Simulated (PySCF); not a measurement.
Molecule (SMILES): C1CN1.
Geometry (B3LYP-D3(BJ)/def2-TZVP, fixed):
```xyz
8

C     -0.0266    -0.3964     0.7404
N     -0.0403     0.8719     0.0001
C     -0.0474    -0.3972    -0.7389
H      0.8868     1.2834    -0.0132
H     -0.9333    -0.6098     1.2927
H     -0.9693    -0.6112    -1.2653
H      0.8882    -0.7010     1.2359
H      0.8531    -0.7023    -1.2597
```

Basis-set convergence of the lowest singlet excitation energy at PBE with PySCF. Tamm-Dancoff approximation; the state is taken by its order, and sets in which it differs in degeneracy or brightness are left out, yet its character can still change. All functions are spherical. Density fitting with generated auxiliary sets. No added dispersion term, no relativity. Reference: the value in aug-pcseg-2, 5.321 eV, itself unsure by roughly 0.011 eV (its distance from aug-cc-pVTZ). Deviations are taken from unrounded values.

| basis | functions | lowest singlet excitation energy (eV) | minus reference (eV) |
|---|---|---|---|
| 6-311+G** | 96 | 5.610 | 0.289 |
| aug-cc-pVDZ | 114 | 5.329 | 0.008 |
| aug-pcseg-1 | 114 | 5.327 | 0.006 |
| 6-311++G(2d,2p) | 131 | 5.372 | 0.051 |
| def2-TZVPD | 156 | 5.709 | 0.387 |
| d-aug-cc-pVDZ | 161 | 5.260 | -0.061 |
| jun-cc-pV(T+d)Z | 187 | 5.598 | 0.277 |
| def2-TZVPPD | 196 | 5.702 | 0.381 |
| 6-311++G(3df,3pd) | 207 | 5.381 | 0.060 |
| aug-cc-pVTZ | 253 | 5.332 | 0.011 |
| aug-pcseg-2 | 253 | 5.321 | 0.000 |

The smallest set listed that lies within 0.1 eV of the reference with all its larger relatives (same family, alike in diffuse functions; a set with none counts only in the reference's own line) is aug-pcseg-1 (114 functions, 0.006 eV off). Inside the window by cancellation, since a larger relative falls out: aug-cc-pVDZ. Inside, with no larger relative to test it: d-aug-cc-pVDZ, aug-cc-pVTZ.
